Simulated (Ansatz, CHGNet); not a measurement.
## Ladder of methods for the c axis length of wurtzite ZnS (high-temperature phase)

Reference value: 6.261 Å (measured, temperature not stated, not corrected to a static lattice, our sources range from 6.234 to 6.261; as tabulated in Kisi, Elcombe, Acta Cryst. C 45, 1867 (1989), by the Crystallography Open …).

```json
[
 {"level (code)": "CHGNet 0.3.0", "value (Å)": "6.326", "difference (%)": "+1.04"},
 {"level (code)": "LDA (Ansatz)", "value (Å)": "6.142", "difference (%)": "-1.90"},
 {"level (code)": "PBE (Ansatz)", "value (Å)": "6.305", "difference (%)": "+0.70"},
 {"level (code)": "r²SCAN (Ansatz)", "value (Å)": "6.245", "difference (%)": "-0.26"},
 {"level (code)": "Hartree–Fock (Ansatz)", "value (Å)": "6.456", "difference (%)": "+3.11"}
]
```

The reference's temperature isn't stated, so close values are not ranked against it. Off by more than 1.75 %, or 2.45 % on the side where a correction would as a rule narrow the miss (bounds picked here): Hartree–Fock (+3.11 %).

The reference isn't brought to a static lattice, while the calculations are for one, so the differences are not the levels' errors alone.  Cutoffs and k meshes differ between the levels. Ansatz's density-functional and Hartree–Fock values are scalar-relativistic unless marked +SOC, with PAW data made under PBE.

Machine-learned potentials (CHGNet 0.3.0) are trained on DFT data: a solid inside that data is no test of them.

Differences are worked out from the printed values.

Ansatz is a quantum-chemistry and plane-wave program.
